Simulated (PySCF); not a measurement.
## Core-level binding energies of `C=C(F)C=O`

Compound: C3H3FO.
Numbering: `[CH2:1]=[C:2]([F:3])[CH:4]=[O:5]`

Computed with PySCF, delta-SCF UKS SCAN, pcX-2 on the ionised atom, pcseg-1 elsewhere, spin-free X2C. Each binding energy is the total energy of the core-ionised species, with the hole localised on one atom, minus that of the ground state; both are solved self-consistently, so orbital relaxation is included.

Q: Give the core binding energies atom by atom.

A: 
```json
{"atom(s)": "F3", "bonded to": "C", "level": "F 1s", "binding energy (eV)": "693.77", "above the level's lowest (eV)": "0.00", "count": "1"}
{"atom(s)": "O5", "bonded to": "C (double bond)", "level": "O 1s", "binding energy (eV)": "538.35", "above the level's lowest (eV)": "0.00", "count": "1"}
{"atom(s)": "C2", "bonded to": "F, C (double bond) and C", "level": "C 1s", "binding energy (eV)": "293.68", "above the level's lowest (eV)": "+2.43", "count": "1"}
{"atom(s)": "C1", "bonded to": "C (double bond) and 2 H", "level": "C 1s", "binding energy (eV)": "291.25", "above the level's lowest (eV)": "0.00", "count": "1"}
```

Lowest listed C 1s: C1, bonded to C (double bond) and 2 H. Highest, 2.43 eV above it: C2, bonded to F, C (double bond) and C. Summing the Pauling electronegativity differences to the bonded atoms, each weighted by its formal bond order, gives -0.70 for the lowest site and +1.43 for the highest.

Q: Which effective nuclear charge Zeff reproduces each element's mean 1s value in the hydrogen-like formula E = 13.606 eV × Zeff²?

A: C (Z = 6): mean 292.5 eV, Zeff = 4.64, Z − Zeff = 1.36; O (Z = 8): mean 538.3 eV, Zeff = 6.29, Z − Zeff = 1.71; F (Z = 9): mean 693.8 eV, Zeff = 7.14, Z − Zeff = 1.86. Means run over the listed sites, weighted by atom count.

Q: Give the binding energy of F 1s of F3 in hartree and in kJ/mol.

A: 693.77 eV = 25.4956 Eh = 66939 kJ/mol.

The list is incomplete; no value stands for C 1s of C4. One conformer (not necessarily the lowest) at the PBE0-D3(BJ)/def2-SVP geometry, without solvent, vibrations or thermal averaging.

Shape of the structure used: `[CH2:1]=[C:2]([F:3])[CH:4]=[O:5]`: C1–C2–C4–O5 0°.
